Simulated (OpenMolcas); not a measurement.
# S2F2 (Difluorodisulfane): a chain of runs

Wanted: a single-point energy (UHF/STO-3G), then the energy (CASSCF(2,2)/STO-3G), then a single-point energy (CASPT2(2,2)/STO-3G), then a single-point energy (SC-NEVPT2(2,2)/STO-3G), then a single-point energy (MRCI(2,2)/STO-3G) of S2F2 (Difluorodisulfane). 

Program for the calculation: OpenMolcas 26.06.

5 further runs of the same task are left out: 5 that didn't finish.

## (1) The system as given

S2F2: 4 atoms, total charge 0, spin state singlet. As SMILES, `FSSF`. The S2–S3 distance was set to 3.841 Å, away from the relaxed value. At this shape a bond of the SMILES string is far longer than usual.

Bond lengths: F1–S2 1.695 Å, S3–F4 1.694 Å.

## (2) A single-point energy at UHF/STO-3G (run 1)

Contents of input.xyz:

```xyz
4

F     -3.322084     0.887340    -1.033724
S     -1.973894     1.914520    -1.029524
S      1.055580    -0.303530    -0.217800
F      1.210900    -0.280260     1.469320
```

Contents of step1.inp:

```
&GATEWAY
BasLib=$CurrDir
Coord=input.xyz
Basis=STO-3G
Group=NoSym
&SEWARD
&SCF
UHF
Scramble=0.25
PrOrbitals=1 1
```

The basis set STO-3G is read from a file made from the Basis Set Exchange's data (not shown).

Started as:

```console
$ export MOLCAS_MEM=1860
$ pymolcas step1.inp > step1.log
```

What it wrote, cut to the lines that bear on the results:

```text
--- Start Module: gateway ---
[...]
--- Stop Module: gateway /rc=_RC_ALL_IS_WELL_ ---
--- Start Module: seward ---
[...]
      Basis functions           28
--- Stop Module: seward /rc=_RC_ALL_IS_WELL_ ---
--- Start Module: scf ---
[...]
       Convergence after  39 Iterations
[...]
::    Total SCF energy                               -982.2919703613
[...]
      Total spin, S                                     0.6420309529
[...]
      Total electronic charge=   50.000000
      Total            charge=   -0.000000
[...]
      Dipole Moment (debye):
      Origin of the operator (angstrom)=   -0.6815    0.6184   -0.3100
                   X=  4.7918E-01               Y=  4.0332E-01               Z= -6.7595E-01           Total=  9.2151E-01
      Quadrupole Moment (debye*angstrom):
[...]
--- Stop Module: scf /rc=_RC_ALL_IS_WELL_ ---
[...]
```

It took 1.6 s on 1 thread of Intel Xeon 6975P-C (Granite Rapids), shared host; peak memory 0.37 GiB.

## (3) A single-point energy at CASSCF(2,2)/STO-3G (run 2)

input.xyz is that of step 2.

Contents of step2.input:

```
* F2S2 CASSCF
>>> EXPORT MOLCAS_PRINT=2
&GATEWAY
BasLib
$CurrDir
Coord
input.xyz
Basis
STO-3G
Group
NoSym
&SEWARD
&RASSCF
FileOrb
$CurrDir/step1.UnaOrb
Spin
1
Nactel
2 0 0
Inactive
24
Ras2
2
OrbListing
Nothing
```

The basis set STO-3G is read from a file made from the Basis Set Exchange's data (not shown).

Started as:

```console
$ export MOLCAS_MEM=1860
$ pymolcas step2.input > step2.log
```

What it wrote, cut to the lines that bear on the results:

```text
--- Start Module: gateway ---
[...]
--- Stop Module: gateway /rc=_RC_ALL_IS_WELL_ ---
--- Start Module: seward ---
[...]
      Basis functions           28
--- Stop Module: seward /rc=_RC_ALL_IS_WELL_ ---
--- Start Module: rasscf ---
[...]
      Number of active orbitals                  2
[...]
      Spin quantum number                      0.0
[...]
      Active orbitals                            2
[...]
      Number of CSFs                             3
[...]
      Number of root(s) required                 1
[...]
      Convergence after 23 iterations
[...]
      printout of CI-coefficients larger than  0.05 for root  1
      energy=    -982.289677
      conf/sym  11     Coeff  Weight
             1  20  -0.73156 0.53518
             3  02   0.68178 0.46482
      Natural orbitals and occupation numbers for root  1
      sym 1:   1.070361   0.929639
      ************************************************************************************************************************
      *                                                    Final results                                                     *
[...]
::    RASSCF root number  1 Total energy:   -982.28967674
[...]
      Total electronic charge=   50.000000
      Total            charge=   -0.000000
[...]
      Dipole Moment (debye):
      Origin of the operator (angstrom)=   -0.6815    0.6184   -0.3100
                   X=  5.0253E-01               Y=  4.2316E-01               Z= -7.0863E-01           Total=  9.6631E-01
      Quadrupole Moment (debye*angstrom):
[...]
--- Stop Module: rasscf /rc=_RC_ALL_IS_WELL_ ---
[...]
```

It took 1.3 s on 1 thread of Intel Xeon 6975P-C (Granite Rapids), shared host; peak memory 0.37 GiB.

## (4) A single-point energy at CASPT2(2,2)/STO-3G (run 3)

input.xyz is that of step 3.

Contents of step3.input:

```
&GATEWAY
 BasLib = $CurrDir
 Coord = input.xyz
 Basis = STO-3G
 Group = NoSym

&SEWARD

&RASSCF
 FileOrb = $CurrDir/step2.RasOrb
 Spin = 1
 Nactel = 2 0 0
 Inactive = 24
 Ras2 = 2
 OrbListing = Nothing

&CASPT2
 Imaginary = 0.1
 Frozen = 12
```

The basis set STO-3G is read from a file made from the Basis Set Exchange's data (not shown).

Started as:

```console
$ export MOLCAS_MEM=1860
$ pymolcas step3.input > step3.log
```

What it wrote, cut to the lines that bear on the results:

```text
--- Start Module: gateway ---
[...]
--- Stop Module: gateway /rc=_RC_ALL_IS_WELL_ ---
[...]
      Basis functions           28
[...]
--- Start Module: rasscf ---
[...]
      Number of active orbitals                  2
[...]
      Spin quantum number                      0.0
[...]
      Active orbitals                            2
[...]
      Number of CSFs                             3
[...]
      Number of root(s) required                 1
[...]
      Convergence after  4 iterations
[...]
      printout of CI-coefficients larger than  0.05 for root  1
      energy=    -982.289677
      conf/sym  11     Coeff  Weight
             1  20  -0.73156 0.53518
             3  02   0.68178 0.46482
      Natural orbitals and occupation numbers for root  1
      sym 1:   1.070362   0.929638
      ************************************************************************************************************************
      *                                                    Final results                                                     *
[...]
::    RASSCF root number  1 Total energy:   -982.28967674
[...]
      Total electronic charge=   50.000000
      Total            charge=   -0.000000
[...]
      Dipole Moment (debye):
      Origin of the operator (angstrom)=   -0.6815    0.6184   -0.3100
                   X=  5.0254E-01               Y=  4.2317E-01               Z= -7.0865E-01           Total=  9.6634E-01
      Quadrupole Moment (debye*angstrom):
[...]
--- Stop Module: rasscf /rc=_RC_ALL_IS_WELL_ ---
--- Start Module: caspt2 ---
[...]
 ###    WARNING: User changed nr of frozen orbitals.                         ###
 ###############################################################################
[...]
      E2 (Variational):          -0.0725035681
      Total energy:            -982.3621803035
[...]
      Reference weight:           0.95791
[...]
::    CASPT2 Root  1     Total energy:   -982.36218030
[...]
--- Stop Module: caspt2 /rc=_RC_ALL_IS_WELL_ ---
[...]
```

It took 1.1 s on 1 thread of Intel Xeon 6975P-C (Granite Rapids), shared host; peak memory 0.37 GiB.

## (5) The energy at SC-NEVPT2(2,2)/STO-3G (run 4)

input.xyz is that of step 4.

Contents of step4.input:

```
>>> EXPORT MOLCAS_PRINT=2

&gateway
 baslib = $CurrDir
 coord = input.xyz
 basis = STO-3G
 group = NoSym

&seward

&rasscf
 fileorb = $CurrDir/step2.RasOrb
 spin = 1
 nactel = 2 0 0
 inactive = 24
 ras2 = 2
 orblisting = Nothing

&caspt2
 sc-nevpt2
 frozen = 12
```

The basis set STO-3G is read from a file made from the Basis Set Exchange's data (not shown).

Started as:

```console
$ export MOLCAS_MEM=1860
$ pymolcas step4.input > step4.log
```

What it wrote, cut to the lines that bear on the results:

```text
--- Start Module: gateway ---
[...]
--- Stop Module: gateway /rc=_RC_ALL_IS_WELL_ ---
[...]
      Basis functions           28
[...]
--- Start Module: rasscf ---
[...]
      Number of active orbitals                  2
[...]
      Spin quantum number                      0.0
[...]
      Active orbitals                            2
[...]
      Number of CSFs                             3
[...]
      Number of root(s) required                 1
[...]
      Convergence after  4 iterations
[...]
      printout of CI-coefficients larger than  0.05 for root  1
      energy=    -982.289677
      conf/sym  11     Coeff  Weight
             1  20  -0.73156 0.53518
             3  02   0.68178 0.46482
      Natural orbitals and occupation numbers for root  1
      sym 1:   1.070362   0.929638
      ************************************************************************************************************************
      *                                                    Final results                                                     *
[...]
::    RASSCF root number  1 Total energy:   -982.28967674
[...]
      Total electronic charge=   50.000000
      Total            charge=   -0.000000
[...]
      Dipole Moment (debye):
      Origin of the operator (angstrom)=   -0.6815    0.6184   -0.3100
                   X=  5.0254E-01               Y=  4.2317E-01               Z= -7.0865E-01           Total=  9.6634E-01
      Quadrupole Moment (debye*angstrom):
[...]
--- Stop Module: rasscf /rc=_RC_ALL_IS_WELL_ ---
--- Start Module: caspt2 ---
[...]
 ###    WARNING: User changed nr of frozen orbitals.                         ###
 ###############################################################################
[...]
      E2 (Variational):          -0.0713419493
[...]
      E2 (Variational):          -0.0713383482
      Total energy:            -982.3610150836
[...]
      Reference weight:           0.95904
[...]
::    SC-NEVPT2 Root  1     Total energy:   -982.36101508
[...]
--- Stop Module: caspt2 /rc=_RC_ALL_IS_WELL_ ---
[...]
```

Run time: 1.1 s. Hardware: 1 thread of Intel Xeon 6975P-C (Granite Rapids), shared host; peak memory 0.37 GiB.

## (6) The energy at MRCI(2,2)/STO-3G (run 5)

input.xyz is that of step 5.

Contents of step5.input:

```
>>> EXPORT MOLCAS_PRINT=2

&GATEWAY
 BasLib=$CurrDir
 Coord=input.xyz
 Basis=STO-3G
 Group=NoSym

&SEWARD

&RASSCF
 FileOrb=$CurrDir/step2.RasOrb
 Spin=1
 Nactel=2 0 0
 Inactive=24
 Ras2=2
 OrbListing=Nothing

&MOTRA
 LumOrb
 Frozen=12

&GUGA
 Electrons=26
 Spin=1
 Inactive=12
 Active=2
 CIAll=1

&MRCI
 SDCI
```

The basis set STO-3G is read from a file made from the Basis Set Exchange's data (not shown).

Started as:

```console
$ export MOLCAS_MEM=1860
$ pymolcas step5.input > step5.log
```

What it wrote, cut to the lines that bear on the results:

```text
--- Start Module: gateway ---
[...]
--- Stop Module: gateway /rc=_RC_ALL_IS_WELL_ ---
[...]
      Basis functions           28
[...]
      Number of active orbitals                  2
[...]
      Spin quantum number                      0.0
[...]
      Active orbitals                            2
[...]
      Number of CSFs                             3
[...]
      Number of root(s) required                 1
[...]
      Convergence after  4 iterations
[...]
      printout of CI-coefficients larger than  0.05 for root  1
      energy=    -982.289677
      conf/sym  11     Coeff  Weight
             1  20  -0.73156 0.53518
             3  02   0.68178 0.46482
      Natural orbitals and occupation numbers for root  1
      sym 1:   1.070362   0.929638
      ************************************************************************************************************************
      *                                                    Final results                                                     *
[...]
::    RASSCF root number  1 Total energy:   -982.28967674
[...]
      Dipole Moment (debye):
      Origin of the operator (angstrom)=   -0.6815    0.6184   -0.3100
                   X=  5.0254E-01               Y=  4.2317E-01               Z= -7.0865E-01           Total=  9.6634E-01
      Quadrupole Moment (debye*angstrom):
[...]
      *** WARNING: Default frozen orbitals is overwritten by user input.
      *** Default values:  12
[...]
--- Start Module: guga ---
[...]
--- Stop Module: guga /rc=_RC_ALL_IS_WELL_ ---
--- Start Module: mrci ---
[...]
       (But an ACPF correction will be computed)
       USE THE DEFAULT ACPF G-VALUE GFAC=   7.6923076923076927E-002
[...]
                      CI ENERGY:  -982.39069617
[...]
                ACPF CORRECTION:    -0.01015855
[...]
      Total electronic charge=   50.000000
      Total            charge=   -0.000000
[...]
     ACPF CORRECTION:     -0.01015855
[...]
  CI State   1     Total energy:   -982.39069617     QDav:     -0.01109809     QACPF:     -0.01015855
[...]
--- Stop Module: mrci /rc=_RC_ALL_IS_WELL_ ---
[...]
```

Wall time 1.4 s (1 thread of Intel Xeon 6975P-C (Granite Rapids), shared host); peak memory 0.37 GiB.

## (7) Summary of results

| quantity | value |
| --- | --- |
| run 1, UHF/STO-3G: total energy | -982.29197 Eh |
| run 1, UHF/STO-3G: dipole moment | 0.92 D |
| run 1, UHF/STO-3G: HOMO energy | -6.80 eV |
| run 1, UHF/STO-3G: LUMO energy | 5.39 eV |
| run 1, UHF/STO-3G: HOMO–LUMO gap | 12.19 eV |
| run 1, UHF/STO-3G: ⟨S²⟩ | 1.054 |
| run 2, CASSCF(2,2)/STO-3G: total energy | -982.28968 Eh |
| run 2, CASSCF(2,2)/STO-3G: dipole moment (CASSCF density) | 0.97 D |
| run 3, CASPT2(2,2)/STO-3G: total energy | -982.36218 Eh |
| run 3, CASPT2(2,2)/STO-3G: dipole moment (CASSCF density) | 0.97 D |
| run 4, SC-NEVPT2(2,2)/STO-3G: total energy | -982.36102 Eh |
| run 4, SC-NEVPT2(2,2)/STO-3G: dipole moment (CASSCF density) | 0.97 D |
| run 5, MRCI(2,2)/STO-3G: total energy | -982.39070 Eh |
| run 5, MRCI(2,2)/STO-3G: dipole moment (CASSCF density) | 0.97 D |

What this shows: ⟨S²⟩ (run 1, UHF/STO-3G) is 1.05 where a pure singlet has 0.00: the reference is spin-contaminated. Mulliken charges (run 2, CASSCF(2,2)/STO-3G) run from -0.19 on F4 to +0.19 on S3; they depend strongly on the basis. Mulliken charges (run 3, CASPT2(2,2)/STO-3G) of the CASSCF density run from -0.19 on F4 to +0.19 on S3. Mulliken charges (run 4, SC-NEVPT2(2,2)/STO-3G) of the CASSCF density run from -0.19 on F4 to +0.19 on S3.
